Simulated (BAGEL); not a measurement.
**HF/cc-pVDZ (density fitting with cc-pvtz-jkfit) run of SiH2 (SMILES [H][Si][H])**

What is the energy change on altering one bond length of SiH2 at HF/cc-pVDZ (density fitting with cc-pvtz-jkfit)? 

Program for the calculation: BAGEL 1.2.2.

8 further runs of the same task are left out: 2 that didn't finish, 6 set aside as unsound or not needed.

## (1) The molecule

SiH2: 3 atoms, total charge 0, spin state singlet. SMILES: `[H][Si][H]`. The coordinates come from a GFN2-xTB relaxation.

Bond lengths: Si1–H2 1.486 Å, Si1–H3 1.485 Å. Angles: H2–Si1–H3 97.1°.

## (2) Energy and gradient at HF/cc-pVDZ (density fitting with cc-pvtz-jkfit)

Input file calc.json:

```json
{ "bagel": [

{
  "title": "molecule",
  "basis": "cc-pvdz.json",
  "df_basis": "cc-pvtz-jkfit",
  "angstrom": true,
  "geometry": [
    { "atom": "Si", "xyz": [    0.005220,   -0.008160,   -0.655700 ] },
    { "atom": "H", "xyz": [    1.110230,   -0.020010,    0.337410 ] },
    { "atom": "H", "xyz": [   -1.115450,    0.028170,    0.318290 ] }
  ]
},
{
  "title": "force",
  "method": [
    {
      "title": "hf"
    }
  ]
}

]}
```

The basis set cc-pVDZ is read from a file made from the Basis Set Exchange's data (not shown).

Command:

```console
$ BAGEL_NUM_THREADS=1 BAGEL calc.json > calc.out
```

What it wrote:

```text
* using 1 threads per process

  ===============================================================
  ===============================================================

  *** Geometry ***

  { "atom" : "Si", "xyz" : [      0.009864,     -0.015420,     -1.239093 ] },
  { "atom" : "H", "xyz" : [      2.098031,     -0.037813,      0.637612 ] },
  { "atom" : "H", "xyz" : [     -2.107895,      0.053234,      0.601481 ] },

  Number of auxiliary basis functions:      181

  Since a DF basis is specified, we compute 2- and 3-index integrals:
    o Being stored without compression. Storage requirement is 0.001 GB

  Number of basis functions:       28
  Number of electrons      :       16

    * METHOD: MOLECULE                             0.02

  The gradients will be computed analytically.

  *** RHF ***

  === Nuclear Repulsion ===
    10.2121888444

      * DIIS with orbital gradients will be used.

  === RHF iteration (cc-pvdz.json) ===
      0       -290.00221097          0.00904823           0.00
      1       -290.01574455          0.00275361           0.00
      2       -290.01724060          0.00036597           0.00
      3       -290.01728117          0.00007859           0.00
      4       -290.01728304          0.00000924           0.00
      5       -290.01728307          0.00000139           0.00
      6       -290.01728307          0.00000037           0.00
      7       -290.01728307          0.00000004           0.00
      8       -290.01728307          0.00000001           0.00
    * SCF iteration converged.

    * Permanent dipole moment:
           (    0.002129,    -0.002634,    -0.210900) a.u.

  * Nuclear energy gradient

    o Atom   0
        x         -0.0003268357
        y          0.0002782532
        z          0.0220953170
    o Atom   1
        x         -0.0067502100
        y          0.0000113534
        z         -0.0110403513
    o Atom   2
        x          0.0070770457
        y         -0.0002896066
        z         -0.0110549658
  * Gradient computed with                              0.11

    * METHOD: FORCE                                0.15

  ===============================================================
```

It took 0.3 s on 1 thread of Arm Neoverse V1, shared host.

## (3) The distorted shape at the same level

Input file calc.json:

```json
{ "bagel" : [

{
  "title" : "molecule",
  "basis" : "cc-pvdz.json",
  "df_basis" : "cc-pvtz-jkfit",
  "angstrom" : true,
  "geometry" : [
    { "atom" : "Si", "xyz" : [   -0.547266,   -0.002235,   -1.152238 ] },
    { "atom" : "H", "xyz" : [    1.110230,   -0.020010,    0.337410 ] },
    { "atom" : "H", "xyz" : [   -1.667936,    0.034095,   -0.178248 ] }
  ]
},
{
  "title" : "force",
  "method" : [
    { "title" : "hf" }
  ]
}

]}
```

The basis set cc-pVDZ is read from a file made from the Basis Set Exchange's data (not shown).

Command:

```console
$ BAGEL_NUM_THREADS=1 BAGEL calc.json > calc.out
```

What it wrote:

```text
* using 1 threads per process

  ===============================================================
  ===============================================================

  *** Geometry ***

  { "atom" : "Si", "xyz" : [     -1.034183,     -0.004224,     -2.177414 ] },
  { "atom" : "H", "xyz" : [      2.098031,     -0.037813,      0.637612 ] },
  { "atom" : "H", "xyz" : [     -3.151942,      0.064430,     -0.336840 ] },

  Number of auxiliary basis functions:      181

  Since a DF basis is specified, we compute 2- and 3-index integrals:
    o Being stored without compression. Storage requirement is 0.001 GB

  Number of basis functions:       28
  Number of electrons      :       16

    * METHOD: MOLECULE                             0.02

  The gradients will be computed analytically.

  *** RHF ***

  === Nuclear Repulsion ===
     8.4996571946

      * DIIS with orbital gradients will be used.

  === RHF iteration (cc-pvdz.json) ===
      0       -289.93954177          0.00774998           0.00
      1       -289.95179029          0.00251708           0.00
      2       -289.95328495          0.00055504           0.00
      3       -289.95338854          0.00015362           0.00
      4       -289.95339649          0.00004829           0.00
      5       -289.95339730          0.00000939           0.00
      6       -289.95339732          0.00000181           0.00
      7       -289.95339732          0.00000036           0.00
      8       -289.95339732          0.00000006           0.00
      9       -289.95339732          0.00000001           0.00
    * SCF iteration converged.

    * Permanent dipole moment:
           (    0.691653,    -0.010376,     0.380494) a.u.

  * Nuclear energy gradient

    o Atom   0
        x         -0.0535418822
        y          0.0008432357
        z         -0.0261948999
    o Atom   1
        x          0.0481756908
        y         -0.0005782081
        z          0.0382796694
    o Atom   2
        x          0.0053661914
        y         -0.0002650276
        z         -0.0120847695
  * Gradient computed with                              0.11

    * METHOD: FORCE                                0.15

  ===============================================================
```

Run time: 0.3 s. Hardware: 1 thread of Arm Neoverse V1, shared host.

## (4) What came out

Level: HF/cc-pVDZ (density fitting with cc-pvtz-jkfit).

| quantity | value |
| --- | --- |
| first shape: total energy | -290.01728 Eh |
| first shape: dipole moment | 0.54 D |
| first shape: largest force on an atom | 1.136 eV/Å |
| distorted shape: total energy | -289.95340 Eh |
| distorted shape: dipole moment | 2.01 D |
| distorted shape: largest force on an atom | 3.164 eV/Å |
| energy change with the Si1–H2 bond stretched from 1.486 to 2.229 Å | 1.738 eV |

**Reading.** One bond (distorted shape) is far stretched, which a spin-restricted single reference describes badly; a broken-symmetry solution may lie lower. With the Si1–H2 bond stretched from 1.486 to 2.229 Å the energy rises by 1.74 eV (168 kJ/mol). The first shape isn't relaxed at this level, so the change isn't measured from a minimum. A restricted reference can't describe the breaking bond well at this length. The largest force (first shape) is 1.14 eV/Å: the shape isn't a stationary point for this species at this level.
